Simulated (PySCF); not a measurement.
**Computed χzz against gas-phase spectroscopy**

Values to reproduce (atoms as numbered below): 14N at N2: χzz = 1.3215 MHz [1]; 14N at N4: χzz = -3.7811 MHz [1].
[1] measured, gas; W. C. Bailey, Calculation of NQCC in Gaseous State Molecules (compilation of microwave values)

Compound: isocyanogen, C2N2.
Numbering: `[C-:1]#[N+:2][C:3]#[N:4]`

Cartesian coordinates in Å at the GFN2-xTB level; atoms count from 1:
```xyz
4
C2N2 angstrom
C     -1.666   -0.637    0.627
N     -0.587   -0.225    0.426
C      0.605    0.232    0.205
N      1.658    0.635    0.009
```

**Question.** How do the computed couplings compare?

**Answer.** PySCF, non-relativistic, all at one geometry, with Q(14N) = 0.02044 b:

| level | functions | 14N N2 (MHz) | 14N N4 (MHz) | mean of computed/reference − 1 (%) |
| --- | --- | --- | --- | --- |
| B3LYP/pcJ-1 | 108 | 1.530 | -4.293 | +14.6 |
| PBE0/pcSseg-1 | 68 | 1.467 | -4.234 | +11.5 |

Closest here is PBE0/pcSseg-1 (11.5 % unsigned error), furthest B3LYP/pcJ-1 (14.6 %); one molecule doesn't rank methods. Computed values are for fixed nuclei, while measured ones can include vibrational averaging. GFN2-xTB bond lengths can be off by several hundredths of an ångström, more for odd bonds, and the gradients follow them.
